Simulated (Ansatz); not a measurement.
System: rock-salt BaTe. Method: PBEsol (Ansatz, a program for electronic structure, PAW).

Run with plane-wave cutoff 520 eV, 8×8×8 k mesh, Fermi–Dirac smearing 0.01 eV, scalar-relativistic PAW data made under PBE.

The cell is scaled about its equilibrium volume:

```csv
V (Å³/atom),P (GPa),direct gap at Γ (eV),smallest gap on the k mesh (eV)
39.298,2.28,2.895,1.317
40.134,1.43,2.912,1.369
40.971,0.68,2.927,1.417
41.807,0.00,2.926,1.462
42.643,-0.61,2.845,1.504
43.479,-1.15,2.767,1.544
44.315,-1.64,2.693,1.581
```

The fundamental gap (1.46 eV at the equilibrium volume, with added k points) lies elsewhere than Γ–Γ.

Spin–orbit coupling is not included; with these elements it can move the gap by several tenths of an eV or more.
